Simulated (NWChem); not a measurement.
System: C₃H₇ cation

The following NWChem deck was run.

```
start job
memory heap 200 mb stack 900 mb global 1100 mb
charge 1
geometry units angstroms noautoz
  C      1.283740     0.014041     0.193314
  C      0.000000    -0.000000    -0.453280
  C     -1.283740    -0.014041     0.193314
  H      2.033079    -0.617990    -0.338488
  H      1.281492    -0.111025     1.291083
  H      1.678328     1.044851    -0.059184
  H      0.000000     0.000000    -1.564581
  H     -1.678328    -1.044851    -0.059184
  H     -2.033079     0.617990    -0.338488
  H     -1.281492     0.111025     1.291083
end
basis spherical
  * library def2-svp
end
dft
  xc m06
  iterations 150
  mulliken
end
task dft energy
```

Geometry: optimised at PBE-D3(BJ)/def2-SVP.

Question: Predict the main results of this run. (M06/def2-SVP.) Quantities: energy (Ha); highest occupied level (eV); orbital gap (eV).

Answer: 
```json
{
  "energy (Ha)": "-118.01",
  "highest occupied level (eV)": "-16.60",
  "orbital gap (eV)": "7.39"
}
```
